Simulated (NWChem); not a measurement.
All runs are NWChem calculations. System: C₂H₆O, charge 1, spin multiplicity 2, at the geometry of a parent with another charge or spin, in a state set for the comparison that need not be this species' ground state. Its SCF solution wasn't tested for a lower state. Level: UB2PLYP/def2-SVPD, 3 core orbitals frozen.

Input file:

```
start mol
memory heap 200 mb stack 800 mb global 1000 mb
charge 1
geometry units angstroms nocenter noautoz noautosym
  C     -1.196103     0.135848     0.249933
  C      0.078198    -0.423526    -0.353377
  O      1.221697     0.310521    -0.003404
  H     -2.080322    -0.425757    -0.089924
  H     -1.324808     1.192093    -0.031213
  H     -1.173038     0.079390     1.351459
  H      0.182417    -1.494994    -0.083940
  H      0.017988    -0.387799    -1.453140
  H      1.311621     0.278963     0.954656
end
basis spherical
  * library def2-svpd
end
dft
  xc hfexch 0.53 becke88 0.47 lyp 0.73 mp2 0.27
  dftmp2
  odft
  mult 2
  semidirect memsize 60000000 filesize 0
  iterations 100
end
mp2
  freeze core 3
end
task dft energy
```

NWChem printed:

```
             Northwest Computational Chemistry Package (NWChem) 7.3.0
             --------------------------------------------------------

                                NWChem Input Module
                                -------------------

 Scaling coordinates for geometry "geometry" by  1.889725989
 (inverse scale =  0.529177249)

                             Geometry "geometry" -> ""
                             -------------------------

 Output coordinates in angstroms (scale by  1.889725989 to convert to a.u.)

  No.       Tag          Charge          X              Y              Z
 ---- ---------------- ---------- -------------- -------------- --------------
    1 C                    6.0000    -1.19610300     0.13584800     0.24993300
    2 C                    6.0000     0.07819800    -0.42352600    -0.35337700
    3 O                    8.0000     1.22169700     0.31052100    -0.00340400
    4 H                    1.0000    -2.08032200    -0.42575700    -0.08992400
    5 H                    1.0000    -1.32480800     1.19209300    -0.03121300
    6 H                    1.0000    -1.17303800     0.07939000     1.35145900
    7 H                    1.0000     0.18241700    -1.49499400    -0.08394000
    8 H                    1.0000     0.01798800    -0.38779900    -1.45314000
    9 H                    1.0000     1.31162100     0.27896300     0.95465600

 Effective nuclear repulsion energy (a.u.)      81.8777838211

            Nuclear Dipole moment (a.u.)
            ----------------------------
        X                 Y               Z
 ---------------- ---------------- ----------------
     0.0000075589    -0.0000075589     0.0000037795


 Summary of "ao basis" -> "" (spherical)
 ------------------------------------------------------------------------------
       Tag                 Description            Shells   Functions and Types
 ---------------- ------------------------------  ------  ---------------------
 *                         def2-svpd                  on all atoms

  dft_input: which_mp2 not specified, using semidirect MP2 by default.
[...]
     2   0 2 0    -11.429068    -17.391321    -15.572097     21.534350
     2   0 1 1      0.839448     -3.513675     -3.349471      7.702594
     2   0 0 2    -10.610793    -16.105351    -15.894959     21.389516

                   NWChem MP2 Semi-direct Energy/Gradient Module
                   ---------------------------------------------

  Basis functions       =    111
  Molecular orbitals    =    111
  Frozen core           =      3
  Frozen virtuals       =      0
  Active alpha occupied =     10
  Active beta occupied  =      9
  Active alpha virtual  =     98
  Active beta virtual   =     99
  Use MO symmetry       = F
  Use skeleton AO sym   = F

  AO/Fock/Back tols     =   1.0D-09  1.0D-09  1.0D-09

 GA uses MA = F    GA memory limited = T

 Available:
  local mem=  3.29D+07
 global mem=  1.31D+08
 local disk=  0.00D+00
  mp2_memr nvloc                    98
  nvloc new                    98
   1 passes of  10:        3145728                      50124                  20719525.
   1 passes of  10: M     32854223           G      131047358           F      29708495.

 Semi-direct pass number   1 of   1  for UHF alpha       at       19.2s
  vrange nnbf                  6212
  mp2_eaftype                    79  avail_ma_in_mb                   286
 EAF : mp2_eaftype filesize          79   10359763.
  mp2_eaf for mointskh                     79
Node 0 wrote     48.7 Mb in      0.0 s     Agg I/O rate:  2096.1 Mb/s
 Done moints_semi at       22.1s
  mp2_eaftype                    79  avail_ma_in_mb                   286
 EAF : mp2_eaftype filesize          79   10359763.
  mp2_eaf for kh                    79
 Done maket at       22.4s
 Done multipass loop at       22.4s

 GA uses MA = F    GA memory limited = T

 Available:
  local mem=  3.29D+07
 global mem=  1.31D+08
 local disk=  0.00D+00
  mp2_memr nvloc                    99
  nvloc new                    99
   1 passes of   9:        3145728                      47855                  18839774.
   1 passes of   9: M     32854223           G      131047358           F      29708495.

 Semi-direct pass number   1 of   1  for UHF beta        at       22.4s
  vrange nnbf                  6212
  mp2_eaftype                    71  avail_ma_in_mb                   286
 EAF : mp2_eaftype filesize          71    9419887.
  mp2_eaf for mointskh                     71
Node 0 wrote     44.3 Mb in      0.0 s     Agg I/O rate:  2109.1 Mb/s
 Done moints_semi at       25.7s
  mp2_eaftype                    71  avail_ma_in_mb                   286
 EAF : mp2_eaftype filesize          71    9419887.
  mp2_eaf for kh                    71
 Done maket at       25.9s
 Done multipass loop at       25.9s

          -------------------------------------------
          DFT energy                    -154.231200496002
          Unscaled MP2 energy             -0.568673782034
          Total DFT+MP2 energy          -154.384742417151
          -------------------------------------------

 -----------------------
 Performance information
 -----------------------

 Timer overhead =  2.41D-07 seconds/call

               Nr. of calls         CPU time (s)                 Wall time (s)                GFlops
             ---------------    -------------------     ------------------------------   -------------------
Name         Min   Avg   Max    Min     Avg     Max     Min     Avg     Max   Mx/calls   Min     Max     Sum
mp2: moin     2     2     2    6.2     6.2     6.2      6.2     6.2     6.2     3.1      0.0     0.0     0.0
mp2: make     2     2     2   0.54    0.54    0.54     0.54    0.54    0.54    0.27      0.0     0.0     0.0
mp2: tota     1     1     1    6.8     6.8     6.8      6.8     6.8     6.8     6.8      0.0     0.0     0.0

 The average no. of pstat calls per process was 5.00D+00
 with a timing overhead of 1.20D-06s

 Task  times  cpu:       25.9s     wall:       25.9s

 Total times  cpu:       25.9s     wall:       25.9s
```
